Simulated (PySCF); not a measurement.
## How well do the runs reproduce experiment for (Z)-2-butenenitrile?

**The experiment to reproduce.**

NIST CCCBDB Release 22 (SRD 101), experimental dipoles lists, for the gas: dipole moment (microwave Stark effect) 4.08 D.

The results are set against them at the end.

Compound: (Z)-2-butenenitrile, C4H5N.
Atom-mapped SMILES: `[CH3:1]/[CH:2]=[CH:3]\[C:4]#[N:5]` (hydrogens: H6, H7, H8 on C1; H9 on C2; H10 on C3)

Cartesian coordinates in Å at the PBE0-D3(BJ)/def2-SVP level; atoms count from 1:
```
atom  x, y, z in Å
C1    -1.1820   -0.3670    0.3861
C2    -0.1189    0.6706    0.3898
C3     1.0788    0.5797   -0.2136
C4     1.4884   -0.5686   -0.9557
N5     1.8202   -1.5017   -1.5606
H6    -1.4600   -0.6378    1.4178
H7    -0.8723   -1.2766   -0.1467
H8    -2.0968    0.0241   -0.0895
H9    -0.3305    1.5987    0.9327
H10    1.7975    1.4018   -0.1559
```

Runs made with PySCF (gas phase, on this PBE0-D3(BJ)/def2-SVP geometry; no spin–orbit coupling):

| level | job | basis functions |
| --- | --- | --- |
| PBE0-D3(BJ)/def2-SVP, grid level 1 | geometry optimisation from an MMFF94s start shaken at random | 95 |
| B3LYP/def2-SVPD | 10 singlets by full TDDFT, 4 Tamm–Dancoff triplets, polarisability, ΔSCF ions | 140 |
| BHandHLYP/def2-SVPD | 10 singlets by full TDDFT, 4 Tamm–Dancoff triplets, polarisability, ΔSCF ions | 140 |
| CAM-B3LYP/def2-SVPD | 10 singlets by full TDDFT, 4 Tamm–Dancoff triplets, polarisability, ΔSCF ions | 140 |
| HF/def2-SVPD | 10 singlets by TDHF, 4 Tamm–Dancoff triplets, polarisability, ΔSCF ions | 140 |
| LDA/def2-SVPD | 10 singlets by full TDDFT, 4 Tamm–Dancoff triplets, polarisability, ΔSCF ions | 140 |
| PBE0/6-31G* | 10 singlets by full TDDFT, 4 Tamm–Dancoff triplets, polarisability | 80 |
| PBE0/6-31+G* | 10 singlets by full TDDFT, 4 Tamm–Dancoff triplets, polarisability | 100 |
| PBE0/aug-cc-pVDZ | 10 singlets by full TDDFT, 4 Tamm–Dancoff triplets, polarisability | 160 |
| PBE0/def2-SVP | 10 singlets by full TDDFT, 4 Tamm–Dancoff triplets, polarisability | 95 |
| B3LYP/pcJ-1 | spin–spin couplings from 10 perturbed nuclei, spin–dipole term for 1 of them | 185 |
| B3LYP/6-31G* | spin–spin couplings from 10 perturbed nuclei, spin–dipole term for 1 of them | 80 |

All basis functions are spherical.

## Comparison

**Dipole moment.** Measured: 4.08 D (NIST CCCBDB Release 22 (SRD 101), experimental dipoles).

```
               level  computed (D)  computed − measured (D)  % (from the printed values)
PBE0-D3(BJ)/def2-SVP          4.13                    +0.05                           +1
     B3LYP/def2-SVPD          4.31                    +0.23                           +6
 BHandHLYP/def2-SVPD          4.44                    +0.36                           +9
 CAM-B3LYP/def2-SVPD          4.36                    +0.28                           +7
        HF/def2-SVPD          4.65                    +0.57                          +14
       LDA/def2-SVPD          4.32                    +0.24                           +6
         PBE0/6-31G*          4.19                    +0.11                           +3
        PBE0/6-31+G*          4.39                    +0.31                           +8
    PBE0/aug-cc-pVDZ          4.34                    +0.26                           +6
       PBE0/def2-SVP          4.13                    +0.05                           +1
         B3LYP/pcJ-1          4.27                    +0.19                           +5
        B3LYP/6-31G*          4.14                    +0.06                           +1
```

12 of the 21 levels run are shown, the closest and the furthest among them. All 21 levels lie above the measurement. The computed dipoles belong to one fixed geometry; measured ones are averaged over vibrations unless marked μe. Magnitudes are compared, not signs.

No measured geometry was used, and the causes of the misses weren't examined.
